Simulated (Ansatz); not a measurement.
The cluster Mg₃H₄. Charge 0, multiplicity 5. Geometry r2SCAN-D4/def2-TZVP; atoms count from 1.

```xyz
7

Mg    1.236    1.229    0.667
Mg   -1.590    2.329    0.358
Mg   -1.519   -0.533   -0.144
H     1.856   -0.858    0.062
H    -0.347    1.101   -0.418
H    -0.813   -2.062   -0.520
H     1.175   -1.206   -0.005
```

In the quintet, H4 and H7 lie 0.77 Å apart (atoms count from 1), so H2 has formed as a molecule. At PBE0-D4/def2-TZVP a singlet of charge 0 lies 3.26 eV below the quintet, each at its own geometry. The structure comes from a short search, and lower isomers may exist.

Question: Estimate the Mulliken populations from the PBE0/def2-TZVP orbitals of Ansatz.

Answer: 
| atom | charge (e) | spin (α − β) |
| --- | --- | --- |
| Mg1 | 0.14 | 1.43 |
| Mg2 | -0.03 | 1.58 |
| Mg3 | 0.24 | 0.77 |
| H4 | 0.02 | 0.00 |
| H5 | -0.21 | 0.10 |
| H6 | -0.21 | 0.09 |
| H7 | 0.05 | 0.03 |
Mulliken values depend strongly on the basis.

Question: Where does the spin sit?

Answer: Summed by element: Mg 3.78, H 0.22, of 4 unpaired in all. Largest on single atoms: Mg2 1.58, Mg1 1.43, Mg3 0.77.

Question: And the Mayer bond orders between heavy atoms (over 0.3)?

Answer: Mg1–Mg2 0.62 (3.05 Å); Mg2–Mg3 0.65 (2.91 Å).
